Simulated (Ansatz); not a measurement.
# F2H2Si: levels of theory, part 2 of 2

The task, for F2H2Si: compare levels of theory; the runs are relaxing the atoms and phonons.

Ansatz 0.2.0; DFT PBE, Gaussian basis def2-SVP, and further levels as typed in the inputs. Earlier steps stand in the parts before.

## Step 6: Relaxing the atoms: B3LYP, Gaussian basis def2-TZVP

It takes the final geometry of step 2.

input.yaml

```yaml
crystal:
  periodic: [false, false, false]
  atoms:
    - { symbol: Si, position_ang: [0.02985015, -0.02064738, 0.04832378] }
    - { symbol: F, position_ang: [-1.16623515, -0.7918424, -0.73982609] }
    - { symbol: F, position_ang: [0.28013403, 1.40476881, -0.69470065] }
    - { symbol: H, position_ang: [1.27475231, -0.83810453, -0.06141987] }
    - { symbol: H, position_ang: [-0.41850134, 0.24582551, 1.44762283] }
basis:
  gaussian: { orbitals: def2-TZVP }
hamiltonian:
  xc: b3lyp
relax:
  f_tol: 0.003
  max_steps: 100
```

Command:

```
> ansatz run input.yaml --threads 4 --pin off --max-ram 10240MiB --backend cpu --events-out ev --progress --plain --runs-dir out
```

The log of the run, shortened:

```text
Warning: RAYON_NUM_THREADS=4 ignored (pool sized by the plan → 4); use --threads N
[...]
Functional definition: B3LYP
[...]
661 factors; their error is unknown
[...]
mean field -13350.75176716 eV, -490.6310779785 hartree, gradient 2.5e-6 eV, S^2 0.000000; 0 other end points of the search recorded, 0 dependent functions left out
[...]
reference -13350.75196253 eV, -490.6310851584 hartree; 17, 17 occupied and 94, 94 virtual orbitals, 661 factors
relax step   1: F+E_penalty+E_count = -13350.75176716 eV  Δ(F+E_penalty+E_count) = +0.000e0 eV  max|allowed force component| = 1.016e0 eV/Å  Δτ_max = 0.0000 Å  (27 SCF iters, accepted)
[...]
relax step   5: F+E_penalty+E_count = -13350.80452708 eV  Δ(F+E_penalty+E_count) = -3.027e-6 eV  max|allowed force component| = 4.524e-3 eV/Å  Δτ_max = 0.0005 Å  (18 SCF iters, accepted)
[...]
relax step   6: F+E_penalty+E_count = -13350.80452753 eV  Δ(F+E_penalty+E_count) = -4.500e-7 eV  max|allowed force component| = 7.599e-5 eV/Å  Δτ_max = 0.0001 Å  (19 SCF iters, accepted)
661 factors; their error is unknown
[...]
mean field -13350.80452753 eV, -490.6330168863 hartree, gradient 1.0e-5 eV, S^2 0.000000; 1 other end points of the search recorded, 0 dependent functions left out
[...]
reference -13350.80472111 eV, -490.6330240002 hartree; 17, 17 occupied and 94, 94 virtual orbitals, 661 factors
Total energy: -13350.80472111 eV, -490.6330240002 hartree
Atom 0 at     0.028163    -0.019480     0.045593 Å, force     0.000009    -0.000006     0.000015 eV/Å
Atom 1 at    -1.142049    -0.775046    -0.724752 Å, force    -0.000008    -0.000027     0.000011 eV/Å
Atom 2 at     0.273986     1.375496    -0.680573 Å, force     0.000022     0.000017     0.000012 eV/Å
Atom 3 at     1.253409    -0.824020    -0.062920 Å, force     0.000053    -0.000033    -0.000076 eV/Å
Atom 4 at    -0.413509     0.243051     1.422652 Å, force    -0.000076     0.000049     0.000039 eV/Å
Dipole moment:     0.155156    -0.107323     0.251185 e Å
```

Run time: 4.3 s. Hardware: 4 threads of Arm Neoverse V2, shared host; peak memory 0.17 GiB.

Relaxation path:

| step | energy from step 1 (eV) | largest force component (eV/Å) |
| --- | --- | --- |
| 1 | 0.0000 | 1.0156 |
| 2 | -0.0378 | 0.6025 |
| 3 | -0.0527 | 0.0261 |
| 4 | -0.0528 | 0.0076 |
| 5 | -0.0528 | 0.0045 |
| 6 | -0.0528 | 0.0001 |

Step 1 is the start.

Before: Bond lengths: Si1–F2 1.627 Å, Si1–F3 1.627 Å, Si1–H4 1.493 Å, Si1–H5 1.493 Å. Angles: F2–Si1–F3 107.9°, F2–Si1–H4 108.5°, F2–Si1–H5 108.5°, F3–Si1–H4 108.5°, F3–Si1–H5 108.5°, H4–Si1–H5 114.6°.

After: Bond lengths: Si1–F2 1.592 Å, Si1–F3 1.592 Å, Si1–H4 1.470 Å, Si1–H5 1.470 Å. Angles: F2–Si1–F3 108.0°, F2–Si1–H4 108.5°, F2–Si1–H5 108.5°, F3–Si1–H4 108.5°, F3–Si1–H5 108.5°, H4–Si1–H5 114.7°.

## Step 7: Phonons

It takes the final geometry of step 6.

input.yaml

```yaml
crystal:
  periodic: [false, false, false]
  atoms:
    - { symbol: Si, position_ang: [0.02816318, -0.01948049, 0.04559253] }
    - { symbol: F, position_ang: [-1.14204883, -0.77504603, -0.72475173] }
    - { symbol: F, position_ang: [0.27398553, 1.37549553, -0.68057279] }
    - { symbol: H, position_ang: [1.25340947, -0.82402044, -0.06292025] }
    - { symbol: H, position_ang: [-0.41350935, 0.24305144, 1.42265224] }
basis:
  gaussian: { orbitals: def2-TZVP }
hamiltonian:
  xc: b3lyp
phonons: {}
```

Command:

```
> ansatz run input.yaml --threads 4 --pin off --max-ram 10240MiB --backend cpu --events-out ev --progress --plain --runs-dir out
```

The log of the run, shortened:

```text
Warning: RAYON_NUM_THREADS=4 ignored (pool sized by the plan → 4); use --threads N
[...]
Functional definition: B3LYP
[...]
661 factors; their error is unknown
[...]
mean field -13350.80452753 eV, -490.6330168863 hartree, gradient 7.2e-5 eV, S^2 0.000000; 0 other end points of the search recorded, 0 dependent functions left out
[...]
reference -13350.80472111 eV, -490.6330240002 hartree; 17, 17 occupied and 94, 94 virtual orbitals, 661 factors
[...]
661 factors; their error is unknown
[...]
mean field -13350.80439527 eV, -490.6330120258 hartree, gradient 1.8e-6 eV, S^2 0.000000; 0 other end points of the search recorded, 0 dependent functions left out
[...]
reference -13350.80458889 eV, -490.6330191414 hartree; 17, 17 occupied and 94, 94 virtual orbitals, 661 factors
[...]
661 factors; their error is unknown
[...]
661 factors; their error is unknown
mean field -13350.80451971 eV, -490.6330165989 hartree, gradient 2.3e-6 eV, S^2 0.000000; 0 other end points of the search recorded, 0 dependent functions left out
[...]
reference -13350.80471328 eV, -490.6330237125 hartree; 17, 17 occupied and 94, 94 virtual orbitals, 661 factors
Total energy: -13350.80472111 eV, -490.6330240002 hartree
Atom 0 at     0.028163    -0.019480     0.045593 Å, force     0.000011    -0.000007     0.000017 eV/Å
Atom 1 at    -1.142049    -0.775046    -0.724752 Å, force    -0.000009    -0.000028     0.000010 eV/Å
Atom 2 at     0.273986     1.375496    -0.680573 Å, force     0.000022     0.000019     0.000011 eV/Å
Atom 3 at     1.253409    -0.824020    -0.062920 Å, force     0.000053    -0.000033    -0.000076 eV/Å
Atom 4 at    -0.413509     0.243051     1.422652 Å, force    -0.000076     0.000049     0.000038 eV/Å
Dipole moment:     0.155155    -0.107323     0.251184 e Å
Vibrations: 315.13 712.40 734.48 858.63 898.70 978.02 989.20 2289.86 2301.27 cm⁻¹, zero-point energy 0.624736 eV
```

It took 4.7 s on 4 threads of Arm Neoverse V2, shared host; peak memory 0.16 GiB.

## Step 8: Relaxing the atoms: Hartree-Fock, Gaussian basis def2-SVP

It takes the final geometry of step 2.

input.yaml

```yaml
crystal:
  periodic: [false, false, false]
  atoms:
    - { symbol: Si, position_ang: [0.02985015, -0.02064738, 0.04832378] }
    - { symbol: F, position_ang: [-1.16623515, -0.7918424, -0.73982609] }
    - { symbol: F, position_ang: [0.28013403, 1.40476881, -0.69470065] }
    - { symbol: H, position_ang: [1.27475231, -0.83810453, -0.06141987] }
    - { symbol: H, position_ang: [-0.41850134, 0.24582551, 1.44762283] }
basis:
  gaussian: { orbitals: def2-SVP }
hamiltonian:
  xc: hf
relax:
  f_tol: 0.003
  max_steps: 100
output:
  orbitals: {}
```

Command:

```
> ansatz run input.yaml --threads 4 --pin off --max-ram 10240MiB --backend cpu --events-out ev --progress --plain --runs-dir out
```

The log of the run, shortened:

```text
Warning: RAYON_NUM_THREADS=4 ignored (pool sized by the plan → 4); use --threads N
[...]
Functional definition: HF
[...]
555 factors; integrals over basis functions are off by at most 3.7e-4 eV
[...]
mean field -13301.90222819 eV, -488.8358905327 hartree, gradient 1.1e-5 eV, S^2 0.000000; 0 other end points of the search recorded, 0 dependent functions left out
[...]
reference -13301.90222819 eV, -488.8358905327 hartree; 17, 17 occupied and 39, 39 virtual orbitals, 555 factors
relax step   1: F+E_penalty+E_count = -13301.90222819 eV  Δ(F+E_penalty+E_count) = +0.000e0 eV  max|allowed force component| = 1.028e0 eV/Å  Δτ_max = 0.0000 Å  (31 SCF iters, accepted)
[...]
relax step   3: F+E_penalty+E_count = -13301.95851115 eV  Δ(F+E_penalty+E_count) = -9.918e-3 eV  max|allowed force component| = 3.862e-2 eV/Å  Δτ_max = 0.0142 Å  (31 SCF iters, accepted)
[...]
relax step   4: F+E_penalty+E_count = -13301.95856798 eV  Δ(F+E_penalty+E_count) = -5.684e-5 eV  max|allowed force component| = 2.924e-3 eV/Å  Δτ_max = 0.0016 Å  (23 SCF iters, accepted)
555 factors; integrals over basis functions are off by at most 3.6e-4 eV
mean field -13301.95856798 eV, -488.8379609820 hartree, gradient 9.4e-6 eV, S^2 0.000000; 1 other end points of the search recorded, 0 dependent functions left out
[...]
reference -13301.95856798 eV, -488.8379609820 hartree; 17, 17 occupied and 39, 39 virtual orbitals, 555 factors
Total energy: -13301.95856798 eV, -488.8379609820 hartree
Atom 0 at     0.030264    -0.020934     0.048993 Å, force     0.001646    -0.001138     0.002664 eV/Å
Atom 1 at    -1.144388    -0.771076    -0.730228 Å, force    -0.000468     0.002924    -0.002625 eV/Å
Atom 2 at     0.269518     1.376233    -0.686116 Å, force    -0.002820    -0.000649    -0.002698 eV/Å
Atom 3 at     1.250039    -0.821984    -0.054010 Å, force     0.002233    -0.001472     0.000071 eV/Å
Atom 4 at    -0.405433     0.237760     1.421361 Å, force    -0.000590     0.000336     0.002587 eV/Å
Dipole moment:     0.197444    -0.136574     0.319646 e Å
```

It took 1.3 s on 4 threads of Arm Neoverse V2, shared host; peak memory 0.097 GiB.

Step by step:

```csv
step,energy from step 1 (eV),largest force component (eV/Å)
1,0.0000,1.0277
2,-0.0464,0.5334
3,-0.0563,0.0386
4,-0.0563,0.0029
```

Step 1 is the start.

Before: Bond lengths: Si1–F2 1.627 Å, Si1–F3 1.627 Å, Si1–H4 1.493 Å, Si1–H5 1.493 Å. Angles: F2–Si1–F3 107.9°, F2–Si1–H4 108.5°, F2–Si1–H5 108.5°, F3–Si1–H4 108.5°, F3–Si1–H5 108.5°, H4–Si1–H5 114.6°.

After: Bond lengths: Si1–F2 1.597 Å, Si1–F3 1.597 Å, Si1–H4 1.463 Å, Si1–H5 1.463 Å. Angles: F2–Si1–F3 107.3°, F2–Si1–H4 108.8°, F2–Si1–H5 108.8°, F3–Si1–H4 108.8°, F3–Si1–H5 108.8°, H4–Si1–H5 114.3°.

## Step 9: Phonons

It takes the final geometry of step 8.

input.yaml

```yaml
crystal:
  periodic: [false, false, false]
  atoms:
    - { symbol: Si, position_ang: [0.03026381, -0.02093352, 0.04899334] }
    - { symbol: F, position_ang: [-1.14438794, -0.77107568, -0.73022827] }
    - { symbol: F, position_ang: [0.269518, 1.3762334, -0.68611572] }
    - { symbol: H, position_ang: [1.25003883, -0.82198406, -0.05400998] }
    - { symbol: H, position_ang: [-0.4054327, 0.23775987, 1.42136063] }
basis:
  gaussian: { orbitals: def2-SVP }
hamiltonian:
  xc: hf
phonons: {}
```

Command:

```
> ansatz run input.yaml --threads 4 --pin off --max-ram 10240MiB --backend cpu --events-out ev --progress --plain --runs-dir out
```

The log of the run, shortened:

```text
Warning: RAYON_NUM_THREADS=4 ignored (pool sized by the plan → 4); use --threads N
[...]
Functional definition: HF
[...]
551 factors; integrals over basis functions are off by at most 3.7e-4 eV
[...]
mean field -13301.95856288 eV, -488.8379607945 hartree, gradient 1.3e-5 eV, S^2 0.000000; 0 other end points of the search recorded, 0 dependent functions left out
[...]
reference -13301.95856288 eV, -488.8379607945 hartree; 17, 17 occupied and 39, 39 virtual orbitals, 551 factors
[...]
551 factors; integrals over basis functions are off by at most 3.7e-4 eV
[...]
mean field -13301.95841863 eV, -488.8379554934 hartree, gradient 4.7e-6 eV, S^2 0.000000; 0 other end points of the search recorded, 0 dependent functions left out
[...]
reference -13301.95841863 eV, -488.8379554934 hartree; 17, 17 occupied and 39, 39 virtual orbitals, 551 factors
[...]
551 factors; integrals over basis functions are off by at most 3.7e-4 eV
[...]
551 factors; integrals over basis functions are off by at most 3.7e-4 eV
mean field -13301.95855399 eV, -488.8379604679 hartree, gradient 2.0e-6 eV, S^2 0.000000; 0 other end points of the search recorded, 0 dependent functions left out
[...]
reference -13301.95855399 eV, -488.8379604679 hartree; 17, 17 occupied and 39, 39 virtual orbitals, 551 factors
Total energy: -13301.95856288 eV, -488.8379607945 hartree
Atom 0 at     0.030264    -0.020934     0.048993 Å, force     0.001652    -0.001143     0.002674 eV/Å
Atom 1 at    -1.144388    -0.771076    -0.730228 Å, force    -0.000471     0.002924    -0.002629 eV/Å
Atom 2 at     0.269518     1.376233    -0.686116 Å, force    -0.002822    -0.000646    -0.002702 eV/Å
Atom 3 at     1.250039    -0.821984    -0.054010 Å, force     0.002231    -0.001470     0.000072 eV/Å
Atom 4 at    -0.405433     0.237760     1.421361 Å, force    -0.000589     0.000335     0.002585 eV/Å
Dipole moment:     0.197444    -0.136574     0.319646 e Å
Vibrations: 336.54 766.75 797.54 914.41 966.32 1061.22 1061.90 2444.60 2445.93 cm⁻¹, zero-point energy 0.669218 eV
```

Wall time 1.2 s (4 threads of Arm Neoverse V2, shared host); peak memory 0.088 GiB.

## Step 10: Results

What follows sums up all 2 parts.

```
step                                  level  energy above the lowest (eV)  charge  2S+1 typed  ⟨S²⟩  dipole (D)   time
   2           PBE, Gaussian basis def2-SVP                         0.000       0           1  0.00        1.46  1.7 s
   3           PBE, Gaussian basis def2-SVP                         0.000       0           1  0.00        1.46    2 s
   4          PBE, Gaussian basis def2-TZVP                         0.000       0           1  0.00        1.43    3 s
   5          PBE, Gaussian basis def2-TZVP                         0.000       0           1  0.00        1.43  3.5 s
   6        B3LYP, Gaussian basis def2-TZVP                         0.000       0           1  0.00        1.51  4.3 s
   7        B3LYP, Gaussian basis def2-TZVP                         0.000       0           1  0.00        1.51  4.7 s
   8  Hartree-Fock, Gaussian basis def2-SVP                         0.000       0           1  0.00        1.92  1.3 s
   9  Hartree-Fock, Gaussian basis def2-SVP                         0.000       0           1  0.00        1.92  1.2 s
```

Energies compare only among runs of one formula, size, charge, level and basis; each such set counts from its lowest member.

The rows set the runs side by side; convergence of the settings was not tested in this session.
